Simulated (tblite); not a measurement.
Q: Write Cartesian coordinates for `CCCCC=[O+]` [radical] as optimised with GFN2-xTB. (Charge +1 and doublet state.)

A: 
```
atom  x, y, z in Å
C1    -2.1123    0.1902    0.3412
C2    -1.0618   -0.7994   -0.0752
C3     0.2002   -0.2110   -0.6999
C4     1.1812    0.1401    0.4218
C5     2.4758    0.6579   -0.1508
O6     2.8699    0.5913   -1.2591
H7    -2.3112    0.9221   -0.4394
H8    -3.0352   -0.3243    0.6136
H9    -1.8221    0.7389    1.2429
H10   -0.8321   -1.4965    0.7370
H11   -1.4925   -1.4277   -0.8751
H12   -0.0493    0.6738   -1.2862
H13    0.6947   -0.9221   -1.3658
H14    1.4606   -0.7400    1.0136
H15    0.7544    0.8733    1.1108
H16    3.0721    1.1423    0.6591
```

Any rigid rotation of these coordinates is as good. Atoms count from 1 in this order. Of the pairs four or more bonds apart, O6···H13 is among the closest relative to their van der Waals radii: 2.65 Å, 98 % of the sum of Bondi's values. C5 (carbon bonded to C, O and H) is planar (angles 128.7°, 121.9° and 109.4°, sum 360.0°, 0.00 Å off the plane of its three neighbours). The C–C distances run from 1.502 Å (C1–C2, drawn single) to 1.531 Å (C3–C4, drawn single), a spread of 0.029 Å.

Bonds between heavy atoms (Å): C1–C2 1.502, C2–C3 1.526, C3–C4 1.531, C4–C5 1.507, C5=O6 1.178.

Computed geometry: GFN2-xTB, gas phase. This method treats the open shell by occupation alone, without spin polarisation.

Point group: C1 (no symmetry element, even within 0.4 Å). Its GFN2-xTB frequencies are all real (lowest 52 cm⁻¹). Torsions: C1–C2–C3–C4 87°, C2–C3–C4–C5 177°, C3–C4–C5–O6 -15°.

One conformer stands for the species.
